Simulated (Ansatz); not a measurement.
# AlBN (sextet): wave-function methods side by side, cc-pVTZ

How much of the correlation energy of AlBN (sextet) does each wave-function method recover here?

Program: Ansatz 0.2.0, Gaussian basis. Level of theory: cc-pVTZ, core rule «outside noble gas», up to 7 orbitals frozen. These are calculated values, not measurements.

Plan: UHF; CCSD(T) on ROHF; CCSD(T) on UHF; BCCD(T) on ROHF; CCSDT(Q) on ROHF; CCSDT(Q) on UHF; CASSCF and MRCISD+Q, 11 electrons in 12 orbitals; CASSCF and NEVPT2, 11 electrons in 12 orbitals.

8 further runs of the same task are left out: 3 for a known fault of the program, 5 set aside as unsound or not needed.

## 1. What is computed

The geometry is a PBE0/def2-TZVP stationary point (not a proven minimum) of the parent state, kept for this charge and spin.

3 atoms, charge 0, spin multiplicity 6.

Atoms are counted from 1 here; the program's logs count them from 0.

Bond lengths: Al1–B2 2.045 Å, B2–N3 1.326 Å. Angles: Al1–B2–N3 180.0°.

## 2. UHF

File in.yaml:

```yaml
crystal:
  periodic: [false, false, false]
  atoms:
    - {symbol: Al, position_ang: [0.000000, 0.000000, 1.805400]}
    - {symbol: B, position_ang: [0.000000, 0.000000, -0.239500]}
    - {symbol: N, position_ang: [0.000000, 0.000000, -1.565900]}
basis:
  gaussian: {orbitals: cc-pVTZ}
magnetization: {spin_polarized: true, initial_magnetization: 5}
hamiltonian: {xc: hf}
output: {orbitals: {seedname: orbitals}}
```

Run with:

```sh
$ ansatz run in.yaml --threads 1 --pin off --events-out ev --progress --plain --max-ram 2816MiB --backend cpu
```

Further steps of the session: CCSD(T) on ROHF; CCSD(T) on UHF; BCCD(T) on ROHF; CCSDT(Q) on ROHF; CCSDT(Q) on UHF; CASSCF and MRCISD+Q, 11 electrons in 12 orbitals; CASSCF and NEVPT2, 11 electrons in 12 orbitals.

**Question.** What will the summary of the whole plan be? Wanted: UCCSDT(Q) below the RHF energy; RMP2 from UCCSDT(Q); UMP2 from UCCSDT(Q); RCCSD from UCCSDT(Q); RCCSD(T) from UCCSDT(Q); UCCSD(T) from UCCSDT(Q); RCCSDT(Q) from UCCSDT(Q); NEVPT2 valence from UCCSDT(Q); MRCISD+Q valence from UCCSDT(Q).

As calculated:

| quantity | value |
| --- | --- |
| UCCSDT(Q) below the RHF energy | -7.6055 eV |
| RMP2 from UCCSDT(Q) | +125.2 kJ/mol |
| UMP2 from UCCSDT(Q) | +127.1 kJ/mol |
| RCCSD from UCCSDT(Q) | +38.4 kJ/mol |
| RCCSD(T) from UCCSDT(Q) | +7.5 kJ/mol |
| UCCSD(T) from UCCSDT(Q) | +7.2 kJ/mol |
| RCCSDT(Q) from UCCSDT(Q) | +0.4 kJ/mol |
| NEVPT2 valence from UCCSDT(Q) | +109.8 kJ/mol |
| MRCISD+Q valence from UCCSDT(Q) | +8.1 kJ/mol |
| levels within 1 kcal/mol (43 meV) | RCCSDT, UCCSDT, RCCSDT(Q) |
| T1 diagnostic | 0.034 |
| effectively unpaired electrons | 5.02 |

In words: RCCSD(T) misses by +7.5 kJ/mol, 1.0 % of the correlation energy. One determinant dominates. Of the multireference levels listed MRCISD+Q valence comes nearest in total energy (+8.1 kJ/mol), which doesn't show that its space is the better one. These misses are within one basis, not against nature; the frozen cores of restricted and unrestricted runs differ, which can shift their rows.
